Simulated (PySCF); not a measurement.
Calculated NMR parameters of thioformamide

* Formula: CH3NS
* SMILES: NC=S
* Point group of the computed structure: Cs
* Degrees of unsaturation: 1
* Carbon signals: 1
* Proton signals: 3

Mapped SMILES: `[NH2:1][CH:2]=[S:3]`. Hydrogens are named by the atom that carries them. Ha(N1) is cis to the C=O or C=S heteroatom; Hb(N1) is trans to the C=O or C=S heteroatom.

PySCF 2.14.0 with density-fitted response routines calculation with GIAO PBE0/pcSseg-2 shieldings and geometry from PBE0-D3(BJ)/def2-TZVP; in vacuum, no relativistic terms, a single conformation.

References, each an isolated molecule treated in the same way: 1H and 13C against TMS; 15N against NH3; 33S vs CS2.

```tsv
carbon	δC, type	δH (multiplicity)	HMBC from (2–3 bonds)	span of the C tensor (ppm)
C2	203.3, CH	9.47 (m)	–	314
```

Other nuclei:
```
 atoms  nucleus                            environment  δ (ppm)  σ (ppm)
Ha(N1)       1H  hydrogen on a thioamide-type nitrogen     6.72    24.80
Hb(N1)       1H  hydrogen on a thioamide-type nitrogen     6.01    25.51
    N1      15N                thioamide-type nitrogen    147.5    116.3
    S3      33S                          thione sulfur      359    153.5
```

- δC 203.3: thiocarbonyl carbon; the small n→π* gap of C=S deshields it strongly.
- δH 9.47: hydrogen on a thiocarbonyl carbon.
- δH 6.72, 6.01: hydrogen on a thioamide-type nitrogen; exchangeable; this is the value without hydrogen bonding to other molecules.

The OH or NH signal is concentration- and solvent-dependent in practice; the value given is the gas-phase one. The two substituents on the amide-type nitrogen aren't averaged: C–N rotation is slow on the NMR time scale. Amide-type NH protons are broadened by 14N but still split neighbouring CH signals. Shifts are as computed. Against solution values, carbons near 30 ppm lie about +3 ppm off and those near 130 ppm about +9 ppm. Of 1211 compounds with measured shifts, 218 miss one by over three times the rms of a fit or turn the order of signals round; such compounds aren't used in these exercises. Experimental scales use liquid or dissolved standards, which lie at an offset from isolated NH3 (liquid NH3: subtract about 20 ppm).
